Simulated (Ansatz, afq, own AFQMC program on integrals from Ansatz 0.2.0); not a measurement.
# Atomization energy of AlH₄, doublet

```json
{"atom": "Al", "x (Å)": "-0.0599", "y (Å)": "0.0001", "z (Å)": "-0.1328"}
{"atom": "H", "x (Å)": "0.4487", "y (Å)": "0.0018", "z (Å)": "1.9858"}
{"atom": "H", "x (Å)": "-0.3171", "y (Å)": "-0.0089", "z (Å)": "1.9564"}
{"atom": "H", "x (Å)": "0.7333", "y (Å)": "1.3833", "z (Å)": "-0.1888"}
{"atom": "H", "x (Å)": "0.7376", "y (Å)": "-1.3801", "z (Å)": "-0.1993"}
```

Atoms in their ground-state spins without spin–orbit coupling (mostly on UHF) minus the molecule (UHF), without zero-point energy. The geometry is a stationary point, not shown to be a minimum.

Basis cc-pVDZ. Noble-gas cores (and the filled d shells of Ga–Kr and In–Xe) are frozen. Integrals, coupled cluster, full CI and functionals: Ansatz 0.2.0; the random walks run on the same integrals in our own AFQMC program. ph-AFQMC/CISD is guided by a CISD state made of CCSD amplitudes; releasing the constraint for a short imaginary time cuts its bias at the price of noise, slowly where states lie close. Error bars are statistical, one sigma. The errors of all members are added in quadrature.

No full CI on the walks' own integrals is used here; CCSDT(Q) serves as the reference and is uncertain by about the last step of the cluster series. Each member takes its own surest rung, up to full CI.

The best estimate is CCSD(T) at the basis-set limit (CBS: def2-TZVPP and def2-QZVPP, with their diffuse functions for anions and beside diffuse sets, CCSD(T) itself extrapolated) plus the step from CCSD(T) to CCSDT(Q) in cc-pVDZ. Rows without CBS are in cc-pVDZ, the functionals in def2-TZVP; B2PLYP and the wave-function rows carry a basis error of their own. Core correlation and relativity beyond core potentials are missing, and ± holds the sampling alone.

Best estimate: 10.297 eV.

```csv
level,atomization energy (eV),error against the best estimate (eV)
HF,7.649,-2.647
MP2,9.163,-1.134
CCSD,9.462,-0.835
CCSD(T),9.482,-0.815
ph-AFQMC/CISD,9.490 ± 0.002,-0.807 ± 0.002
released AFQMC,9.484 ± 0.003,-0.813 ± 0.003
HF/CBS,7.916,-2.380
MP2/CBS,9.979,-0.318
CCSD(T)/CBS,10.292,-0.005
PBE,9.939,-0.358
r2SCAN,10.322,0.025
PBE0,9.948,-0.349
B3LYP,10.256,-0.040
wB97M-V,10.164,-0.133
B2PLYP,10.029,-0.268
surest rungs in cc-pVDZ,9.487,-0.810
```

Correlation beyond CCSD(T) adds 0.005 eV. Going to the basis-set limit adds 0.810 eV at CCSD(T). The perturbative (T) step is worth +0.020 eV. The functionals spread over 0.383 eV; r2SCAN and B3LYP come nearest and PBE is 0.358 eV too low.

Best estimates are given only where the step beyond CCSD(T) is under 0.3 eV and no member's determinant is very poor (T1 over 0.05, or 0.07 for open shells, ⟨S²⟩ too high by 0.3, two states mixed), so the hardest cases are missing from such tables.

The functionals ran in a triple-zeta set and keep a basis error of their own, a few kJ/mol for each bond in atomization energies and more for double hybrids, so close places among them and the extrapolated levels can swap.

Each member of a difference takes its own highest rung, so a best estimate needn't equal the limit plus the step of one row. Released energies are given only where the last usable release times agree within the noise; a slower fall can still hide under it.
